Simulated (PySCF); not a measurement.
HSiN at several levels of theory

All levels use the PBE0 minimum (singlet; Si–H 1.487 Å, Si–N 1.557 Å; H–Si–N 180.0°), basis [Si def2-TZVP, N def2-TZVP, H def2-TZVP], no relativity, density fitting, no spin–orbit coupling, PySCF. For vertical energies the ionised species is a doublet (spins chosen at PBE0 and kept) and the electron-attached one a doublet. Atomisation goes to high-spin ground-configuration atoms, without zero-point energy. Open shells are unrestricted, also as the reference of the correlated levels. A dash marks a value that was not computed or is not defined at that level.

| level | atomisation (kJ/mol) | vertical IP (eV) | vertical EA (eV) | −ε(HOMO) (eV) | gap (eV) | dipole (D) |
| --- | --- | --- | --- | --- | --- | --- |
| PBE0 | 664 | 10.02 | 0.13 | 7.78 | 5.58 | 4.73 |
| HF | 198 | 8.08 | 0.59 | 10.10 | 11.20 | 5.84 |
| MP2 | 714 | 11.21 | -1.89 | – | – | – |
| PBE | ? | ? | ? | ? | ? | ? |
| B3LYP | ? | ? | ? | ? | ? | ? |
| r2SCAN | 688 | 10.13 | 0.14 | 6.92 | 4.01 | 4.49 |
| TPSSh | 694 | 10.07 | 0.10 | 7.17 | 4.56 | 4.48 |
| TPSS | 725 | 10.16 | 0.06 | 6.75 | 3.79 | 4.30 |
| M06-2X | 668 | 10.00 | 0.10 | 8.87 | 7.51 | 5.03 |

Q: Fill in the row of PBE.

A: atomisation (kJ/mol) 749, vertical IP (eV) 10.29, vertical EA (eV) 0.02, −ε(HOMO) (eV) 6.71, gap (eV) 3.64, dipole (D) 4.26.

Q: Fill in the row of B3LYP.

A: atomisation (kJ/mol) 693, vertical IP (eV) 10.12, vertical EA (eV) 0.14, −ε(HOMO) (eV) 7.56, gap (eV) 5.08, dipole (D) 4.66.

Spin contamination in at least one species weakens the values at: HF, MP2.

Without diffuse functions attachment energies tend to come out too low.
